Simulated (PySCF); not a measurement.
Bond stretch in Li2, singlet.

Methods: UKS-PBE = unrestricted PBE/cc-pVDZ (PySCF); RHF/cc-pVDZ (PySCF); RMP2 = MP2 on RHF/cc-pVDZ (PySCF); RKS-wB97X-V = restricted wB97X-V/cc-pVDZ (PySCF); UHF/cc-pVDZ (PySCF).

Energies are in kcal/mol, each relative to the lowest point of its own curve near equilibrium.

```
R / Å  UKS-PBE   RHF  RMP2  RKS-wB97X-V   UHF
-----  -------  ----  ----  -----------  ----
2.08      11.6  14.5  11.7         12.2  12.0
2.20       7.1   9.4   7.4          7.4   7.7
2.33       3.7   5.3   4.1          3.8   4.4
2.46       1.6   2.6   1.9          1.6   2.2
2.60       0.4   0.8   0.5          0.3   0.9
2.65       0.1   0.5   0.2          0.1   0.7
2.74       0.0   0.1   0.0          0.0   0.5
2.83       0.1   0.0   0.0          0.2   0.2
2.88       0.3   0.1   0.2          0.4   0.1
3.02       1.0   0.7   0.9          1.4   0.0
3.21       2.6   2.1   2.4          3.3   0.3
3.41       4.6   4.2   4.6          5.9   0.8
3.74       8.1   8.4   8.7         10.8   1.8
4.07      11.3  13.0  13.0         15.9   2.6
4.49      14.5  18.8  18.2         22.4   3.4
4.91      16.8  24.3  22.7         28.4   3.8
5.53      18.7  31.3  27.7         36.1   4.1
6.10      19.5  36.7  30.7         42.0   4.2
6.69      19.8  41.4  32.3         47.0   4.3
7.37      19.9  45.7  32.6         51.7   4.3
8.27      19.9  50.1  31.0         56.2   4.3
```

At the longest distance, 8.27 Å, RKS-wB97X-V lies highest above its minimum (56.2 kcal/mol) and UHF lowest (4.3 kcal/mol).

The unrestricted determinant behind UKS-PBE is spin-contaminated at 3.41 to 8.27 Å (<S²> up to 1.0, against 0.00 for a pure singlet). The restricted form behind RHF, RMP2, RKS-wB97X-V keeps the bonding electrons paired and can't separate into open-shell fragments. The T1 diagnostic of CCSD on the restricted reference of RMP2 exceeds 0.045 at 4.91 to 8.27 Å. The unrestricted determinant behind UHF is spin-contaminated at 2.08 to 8.27 Å (<S²> up to 1.0, against 0.00 for a pure singlet).
